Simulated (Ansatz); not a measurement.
A made-up structure of CH₂B (charge -1), closed shell:

```
4
angstrom
B -0.0668 0.6103 -0.3157
C 0.0611 -0.5592 0.2894
H 0.1634 -1.4962 0.7742
H -0.1776 1.6268 -0.8419
```

It is relaxed with PBE-D4/def2-SVPD and then PBE0-D4/def2-TZVPD (Ansatz 0.2.0). Atoms count as bonded within 1.22 times the sum of their covalent radii (H–H: 0.88 Å). The end point is not checked to be a true minimum.

**Question.** Does its bonding change? (Judge from chemistry; the calculation decides.)

**Answer.** The calculation gives: No: no bond forms or breaks.

Where it ends: The first stage lowers the energy by 0.06 eV in 3 steps. It ends as CH₂B ([BH][CH]), total charge -1:
```
4
angstrom
B -0.0661 0.6046 -0.3128
C 0.0617 -0.5649 0.2923
H 0.1652 -1.5122 0.7825
H -0.1807 1.6542 -0.8560
```

Labels in which every atom is bracketed show which atoms are joined, not bond orders.

For scale, one of the runs: PBE0-D4/def2-TZVPD relaxation, 92 basis functions, launched by `ansatz run in.yaml --threads 2 --pin off --events-out ev --progress --plain --max-ram 4352MiB`. Hardware: 2 CPU threads of an Intel Xeon Platinum 8375C, shared host. Wall time about 3.3 s.
